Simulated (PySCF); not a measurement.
**SiH₂: relaxation and vibrations of the triplet**

The task is one start of a wider search on SiH₂: the triplet, from a linear start. It is relaxed, tested by its Hessian and followed downhill if it is a saddle.

Method: B3LYP, basis Si def2-TZVP, H def2-TZVP, no relativity, density fitting; program: PySCF 2.14.0.

### 1 The starting structure

3 atoms, charge 0, spin multiplicity 3.

Bond lengths: Si1–H2 1.480 Å, Si1–H3 1.480 Å. Angles: H2–Si1–H3 180.0°.

```xyz
3
charge 0 multiplicity 3
Si    0.0000    0.0000    0.0000
H     0.0000    0.0000    1.4800
H     0.0000    0.0000   -1.4800
```

### 2 Finding the electronic state

One driver script runs all steps and calls PySCF; scf.py shows how it sets up the SCF of each step. The optimiser is the driver's own. After this first run the driver tries any further starts and a stability analysis.

Input file scf.py:

```python
from pyscf import gto, scf, dft
mol = gto.M(atom='''
Si     0.000000     0.000000     0.000000
H      0.000000     0.000000     1.480000
H      0.000000     0.000000    -1.480000''',
    basis={'Si': 'def2-TZVP', 'H': 'def2-TZVP'},
    charge=0, spin=2)
mf = dft.UKS(mol, xc='B3LYP')
mf.grids.atom_grid = (50, 194)
aux = {'Si': 'def2-universal-JKFIT', 'H': 'def2-universal-JKFIT'}
mf = mf.density_fit(auxbasis=aux)
mf.conv_tol = 1e-08
mf.diis_space = 10
mf.max_cycle = 60
mf.init_guess = 'minao'
mf.verbose = 4
mf.kernel()
```

Started as:

```sh
OMP_NUM_THREADS=2 python axn.py task.json out
```

The program printed:

```text
init E= -290.471165154495
[... the frontier-level lines of each cycle are left out ...]
cycle= 1 E= -290.564658000518  delta_E= -0.0935  |g|= 0.0743  |ddm|= 0.995
cycle= 2 E= -290.569145420259  delta_E= -0.00449  |g|= 0.0417  |ddm|= 0.146
cycle= 3 E= -290.569819176772  delta_E= -0.000674  |g|= 0.00876  |ddm|= 0.0412
cycle= 4 E= -290.569963689777  delta_E= -0.000145  |g|= 0.0021  |ddm|= 0.0239
cycle= 5 E= -290.569970398521  delta_E= -6.71e-06  |g|= 0.00067  |ddm|= 0.00498
cycle= 6 E= -290.569970946963  delta_E= -5.48e-07  |g|= 8.56e-05  |ddm|= 0.00151
cycle= 7 E= -290.569970953619  delta_E= -6.66e-09  |g|= 2.32e-05  |ddm|= 0.000198
Extra cycle  E= -290.569970953942  delta_E= -3.23e-10  |g|= 1.67e-05  |ddm|= 6.03e-05
converged SCF energy = -290.569970953942  <S^2> = 2.0168534  2S+1 = 3.0112146
```

This step, with its further starts and checks, took 2.5 s on 2 threads of Arm Neoverse V2, shared host.

Energies from each starting density:

```csv
start,energy (Eh)
the minimal-basis guess,-290.569971
a thermally smeared density,-290.569971
a smeared PBE density,-290.569971
```

The test of internal stability and the other starts found no lower solution of this spin.

### 3 Relaxing the triplet from the linear start

The program finds D∞h symmetry in the start, which this walk keeps. The walk stops when the largest gradient is under 0.0003 Eh/bohr and the energy has settled too.

Changes to scf.py since step 2:

```diff
@@ -15 +14,0 @@
-mf.init_guess = 'minao'
```

The optimiser's trace:

```csv
step,energy (Eh),change (kJ/mol),largest symmetric gradient (Eh/bohr)
0,-290.569971,0.00,0.00886
1,-290.570373,-1.05,0.00194
2,-290.570392,-1.10,0.00012
3,-290.570392,-1.10,0.00000
```

The walk took 1.2 s.

It settles in D∞h symmetry, 1.1 kJ/mol below the start, after 3 steps: Si–H 1.455 Å (×2); H–Si–H 180.0°.

### 4 Vibrations and properties at this point

On the finer grid the gradient is checked again; gradients at displacements of ±0.02 bohr then give force constants and infrared intensities.

Changes to scf.py since step 3:

```diff
@@ -3,3 +3,3 @@
-Si     0.000000     0.000000     0.000000
-H      0.000000     0.000000     1.480000
-H      0.000000     0.000000    -1.480000''',
+Si     0.000000     0.000000    -0.000000
+H      0.000000     0.000000     1.455356
+H      0.000000    -0.000000    -1.455356''',
@@ -9 +9 @@
-mf.grids.atom_grid = (50, 194)
+mf.grids.atom_grid = (75, 302)
@@ -12 +12 @@
-mf.conv_tol = 1e-08
+mf.conv_tol = 1e-10
```

This SCF starts from the last density.

SCF at the final geometry:

```text
init E= -290.570387851696
[... the frontier-level lines of each cycle are left out ...]
cycle= 1 E= -290.570387851697  delta_E= -1.08e-12  |g|= 1.41e-06  |ddm|= 3.17e-06
Extra cycle  E= -290.570387851697  delta_E= 2.84e-13  |g|= 9.78e-07  |ddm|= 2.14e-06
converged SCF energy = -290.570387851697  <S^2> = 2.0159902  2S+1 = 3.0106412
```

The whole step took 4.5 s.

Geometry: D∞h; Si–H 1.455 Å (×2); H–Si–H 180.0°.

Harmonic modes (main isotopes):

```json
{"symmetry": "πu", "ω (cm⁻¹)": "1464i", "IR (km/mol)": "1034"}
{"symmetry": "σg+", "ω (cm⁻¹)": "2298", "IR (km/mol)": "0.0"}
{"symmetry": "σu+", "ω (cm⁻¹)": "2413", "IR (km/mol)": "12.3"}
```

2 modes are imaginary, the largest at 1464i cm⁻¹: a saddle point, not a minimum.

Properties at this point:

```yaml
Dipole_moment: 0.00 D
Highest_occupied_level: -5.43 eV
Lowest_empty_level: -2.45 eV
Rotational_constants: 3.949 cm⁻¹
Zero-point_energy_real_modes: 28.2 kJ/mol
Principal_polarisabilities: 34.0, 34.0, 34.0 bohr³
Atomisation_energy_without_zero-point_energy: 457 kJ/mol
Principal_traceless_quadrupole_moments_about_the_centre_of_mass: -1.58, -1.58, 3.16 D Å
Spin_squared_⟨S²⟩: 2.016
```

Charges (e) and bond orders:

```tsv
atom	Mulliken	Löwdin	polar tensor	spin (Mulliken)	Mayer order to Si1
Si1	-0.17	0.00	-0.72	2.15	–
H2,3	0.08	0.00	0.36	-0.08	0.93
```

Outer orbital energies (eV). α occupied: -144.06, -99.49, -99.49, -99.26, -14.83, -11.09, -5.43, -5.43; empty: -2.45, 3.60, 3.68, 4.48. β occupied: -1799.28, -143.84, -99.13, -99.09, -99.09, -13.74, -11.08; empty: -2.25, -2.25, -1.49, 3.74.

Mulliken populations on Si1: s 5.30, p 8.81, d 0.04, f 0.01.

### 5 Following the imaginary mode

The start is the last point, displaced along its most imaginary mode.

The program finds C2v symmetry in the start, which this walk keeps. The walk stops when the largest gradient is under 0.0003 Eh/bohr and the energy has settled too.

Changes to scf.py since step 4:

```diff
@@ -3,3 +3,3 @@
-Si     0.000000     0.000000    -0.000000
-H      0.000000     0.000000     1.455356
-H      0.000000    -0.000000    -1.455356''',
+Si     0.004112    -0.007605     0.000000
+H     -0.057080     0.105555     1.455356
+H     -0.057080     0.105555    -1.455356''',
@@ -9 +9 @@
-mf.grids.atom_grid = (75, 302)
+mf.grids.atom_grid = (50, 194)
@@ -12 +12 @@
-mf.conv_tol = 1e-10
+mf.conv_tol = 1e-08
```

Energy and gradient, step by step:

```csv
step,energy (Eh),change (kJ/mol),largest symmetric gradient (Eh/bohr)
0,-290.574545,0.00,0.02763
1,-290.592836,-48.02,0.03070
2,-290.604024,-77.40,0.01890
3,-290.606731,-84.50,0.01316
4,-290.608321,-88.68,0.00322
5,-290.608371,-88.81,0.00070
6,-290.608373,-88.82,0.00001
```

The walk took 2.6 s.

Geometry (Å) and forces (eV/Å) at some steps:

```
step 0
Si   0.004  -0.008   0.000   0.768  -1.421   0.000
H   -0.057   0.106   1.455  -0.384   0.710  -0.045
H   -0.057   0.106  -1.455  -0.384   0.710   0.045
step 1
Si   0.083  -0.154   0.000   0.853  -1.579   0.000
H   -0.097   0.179   1.433  -0.427   0.789  -0.291
H   -0.097   0.179  -1.433  -0.427   0.789   0.291
step 3
Si   0.190  -0.350   0.000  -0.117   0.218   0.000
H   -0.150   0.277   1.350   0.059  -0.109  -0.677
H   -0.150   0.277  -1.350   0.059  -0.109   0.677
step 6
Si   0.204  -0.378   0.000   0.002   0.001   0.000
H   -0.157   0.290   1.276  -0.001  -0.001   0.000
H   -0.157   0.290  -1.276  -0.001  -0.001   0.000
```

It settles in C2v symmetry, 88.8 kJ/mol below the start, after 6 steps: Si–H 1.485 Å (×2); H–Si–H 118.5°.

### 6 Hessian and properties

As before: finer grid, then central differences.

Changes to scf.py since step 5:

```diff
@@ -3,3 +3,3 @@
-Si     0.004112    -0.007605     0.000000
-H     -0.057080     0.105555     1.455356
-H     -0.057080     0.105555    -1.455356''',
+Si     0.024277    -0.044893     0.000000
+H     -0.336956     0.623111     1.275919
+H     -0.336956     0.623111    -1.275919''',
@@ -9 +9 @@
-mf.grids.atom_grid = (50, 194)
+mf.grids.atom_grid = (75, 302)
@@ -12 +12 @@
-mf.conv_tol = 1e-08
+mf.conv_tol = 1e-10
```

Log of the central SCF (cycles and frontier levels):

```text
init E= -290.608363409907
[... the frontier-level lines of each cycle are left out ...]
cycle= 1 E= -290.608363409908  delta_E= -1.08e-12  |g|= 1.79e-06  |ddm|= 4.53e-06
Extra cycle  E= -290.60836340991  delta_E= -1.42e-12  |g|= 1.25e-06  |ddm|= 3.19e-06
converged SCF energy = -290.60836340991  <S^2> = 2.0021129  2S+1 = 3.0014083
```

The whole step took 5.8 s on 2 threads of Arm Neoverse V2, shared host.

Geometry: C2v; Si–H 1.485 Å (×2); H–Si–H 118.5°.

Modes, for the most abundant isotopes:

```json
{"symmetry": "a1", "ω (cm⁻¹)": "891", "IR (km/mol)": "60.0", "μ (u)": "1.06", "type": "bend"}
{"symmetry": "a1", "ω (cm⁻¹)": "2156", "IR (km/mol)": "12.1", "μ (u)": "1.03", "type": "stretch"}
{"symmetry": "b2", "ω (cm⁻¹)": "2226", "IR (km/mol)": "68.1", "μ (u)": "1.06", "type": "stretch"}
```

All wavenumbers are real: a minimum.

Constants and moments:

* Dipole moment: 0.09 D
* Highest occupied level: -5.39 eV
* Lowest empty level: -3.72 eV
* Rotational constants: 15.55, 5.137, 3.861 cm⁻¹
* Zero-point energy: 31.5 kJ/mol
* Principal polarisabilities: 26.9, 26.9, 34.0 bohr³
* Atomisation energy without zero-point energy: 556 kJ/mol
* Principal traceless quadrupole moments about the centre of mass: -1.65, 0.78, 0.86 D Å
* Entropy at 298.15 K and 1 bar (electronic part: spin only): 215.2 J/(mol K)
* Heat capacity Cp at 298.15 K: 35.4 J/(mol K)
* Enthalpy at 298.15 K above 0 K: 10.06 kJ/mol
* Rotational symmetry number: 2
* Spin squared ⟨S²⟩: 2.002

Populations by atom (charges in e):

```
atom  Mulliken  Löwdin  polar tensor  spin (Mulliken)  Mayer order to Si1
 Si1     -0.01    0.09          0.24             1.85                   –
H2,3      0.01   -0.04         -0.12             0.08                0.94
```

Outer orbital energies (eV). α occupied: -144.08, -99.48, -99.47, -99.30, -14.58, -10.35, -7.21, -5.39; empty: 0.41, 0.94, 3.76, 4.20. β occupied: -1799.39, -143.85, -99.17, -99.14, -99.07, -13.38, -9.86; empty: -3.72, -2.16, 1.03, 1.63.

Mulliken populations on Si1: s 5.48, p 8.43, d 0.09, f 0.01.

### 7 All stationary points

| spin | group | bonds | imaginary modes (cm⁻¹) | ΔE (kJ/mol) | with zero-point energy |
| --- | --- | --- | --- | --- | --- |
| triplet | C2v | Si–H 1.485 Å (×2) | none | 0.0 | 0.0 |
| triplet | D∞h | Si–H 1.455 Å (×2) | 1464i, 1464i | 99.7 | – |

### 8 Outcome

| quantity | value |
| --- | --- |
| minimum | triplet, C2v |
| geometry | Si–H 1.485 Å (×2); H–Si–H 118.5° |
| wavenumbers (cm⁻¹) | 891 (a1), 2156 (a1), 2226 (b2) |
| dipole moment | 0.09 D |
| highest occupied, lowest empty level (either spin) | -5.39, -3.72 eV |
| polar-tensor charge of Si1 | +0.24 e |
| zero-point energy | 31.5 kJ/mol |
| entropy at 298.15 K | 215.2 J/(mol K) |
| atomisation energy (no zero-point energy) | 556 kJ/mol |
| ⟨S²⟩ | 2.002 |

From D∞h at the start the molecule goes to a C2v minimum, after a stop at a second-order saddle point 99.7 kJ/mol higher, from which it was pushed off along an imaginary mode. In the infrared the band at 2226 cm⁻¹ (b2, stretch) leads. Most of the spin sits on Si1 (Mulliken spin 1.85, against 2 for the whole molecule). Only this shape and spin were tried, so other structures or states may lie lower.

The search up to here took 17 s.
